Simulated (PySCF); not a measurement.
Gas-phase reaction: Al2F6 + 4 AlH3 + 3 C4H8 (isobutene) → 6 Al(CH3)2F

Computed with PySCF and rigid-rotor harmonic-oscillator thermochemistry at 1 bar. † marks an energy on the PBE0/def2-TZVP geometry and frequencies; other levels use their own. MP2 freezes the core. 6-31G* has spherical d functions here. All species are closed-shell singlets. B3LYP is the form with VWN-RPA correlation. AlH3, Al(CH3)2F: computed as isolated molecules; such fragments, hydroxides, amides, oligomers or adducts are transient or little studied in the gas. MP2 isn't extrapolated to the basis-set limit.

```
level            ΔH°(298 K), kJ
---------------  --------------
B3LYP/6-31G*                  ?
HF/6-31G*                     ?
HF/def2-TZVP†              -447
MP2/def2-TZVPP†            -621
PBE/def2-SVP               -582
PBE0/def2-QZVP†            -656
PBE0/def2-TZVP                ?
LDA/def2-TZVP†                ?
```

Problem. Some entries are withheld; supply them.

Solution. 
- B3LYP/6-31G*, ΔH°(298 K), kJ: -505
- HF/6-31G*, ΔH°(298 K), kJ: -398
- PBE0/def2-TZVP, ΔH°(298 K), kJ: -646
- LDA/def2-TZVP†, ΔH°(298 K), kJ: -676
